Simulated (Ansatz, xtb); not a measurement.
**C4H4NO−: which of two isomers lies lower**

Structure I is `C/C(C#N)=C\[O-]`, a singlet and structure II is `C/C=C(\[O-])C#N`, a singlet. Both are isolated ions in the gas phase, relaxed with B3LYP/def2-SVPD.

Q: Estimate which is lower in electronic energy at CCSD(T)/def2-SVPD + ΔMP2/def2-TZVPPD, and by roughly how much.

A: The CCSD(T)/def2-SVPD + ΔMP2/def2-TZVPPD calculation puts structure I lower, by 9.9 kcal/mol.

How the difference moves with the method:

```
                               level         geometry  E(II) − E(I) (kcal/mol)  departure from the last row (kcal/mol)  job, with rough time for the two
                            GFN2-xTB         GFN2-xTB                     +15.2                                    +5.3             optimisation, 0.087 s
                           HF/STO-3G         GFN2-xTB                     +20.8                                   +11.0               single point, 0.2 s
                 r2SCAN-D4/def2-SVPD         GFN2-xTB                     +13.0                                    +3.1               single point, 2.7 s
                     B3LYP/def2-SVPD  B3LYP/def2-SVPD                     +12.5                                    +2.6                optimisation, 23 s
                        HF/def2-SVPD  B3LYP/def2-SVPD                     +13.2                                    +3.3           part of the CCSD(T) run
                       MP2/def2-SVPD  B3LYP/def2-SVPD                     +10.9                                    +1.0           part of the CCSD(T) run
                   CCSD(T)/def2-SVPD  B3LYP/def2-SVPD                     +10.5                                    +0.6                      single point
CCSD(T)/def2-SVPD + ΔMP2/def2-TZVPPD  B3LYP/def2-SVPD                      +9.9                                                        single point, 64 s
```

As drawn, both hold the same kinds of bond in the same numbers.

The levels shown agree on the order. The largest departure from CCSD(T)/def2-SVPD + ΔMP2/def2-TZVPPD is that of HF/STO-3G, 11.0 kcal/mol. The last row adds to CCSD(T) the change of the MP2 difference between the two basis sets, here −0.6 kcal/mol.

With thermal terms from frequencies at re-optimised GFN2-xTB minima (ideal gas, soft modes damped towards free rotors, one conformer each, 298.15 K, 1 atm): on the last row, ΔE + ΔZPE = +9.5, ΔH = +9.6, ΔG = +9.3 kcal/mol.

The correlated steps freeze 6 core orbitals. Codes used: Ansatz 0.2.0, xtb 6.7.1; the last row on 4 threads of Arm Neoverse V2 on a shared host.
